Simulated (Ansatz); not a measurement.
## Ansatz (development build ahead of 0.2.0) run

```yaml
crystal:
  periodic: [false, false, false]
  atoms:
    - { symbol: Na, position_ang: [0.0, 0.0, -1.4377] }
    - { symbol: Na, position_ang: [0.0, 0.0, 1.4377] }
basis:
  gaussian: { orbitals: cc-pVTZ }
hamiltonian:
  xc: hf
correlation:
  method: mp2
  frozen_orbitals: { Na: 1 }
```

The input is written out in the form of the current development build from the run's settings.

Results

* Converged: yes
* Reference energy: -323.71296 hartree
* Correlation energy: -0.04473 hartree
* Total energy: -323.75769 hartree
* Spin squared of the determinant: 0.000
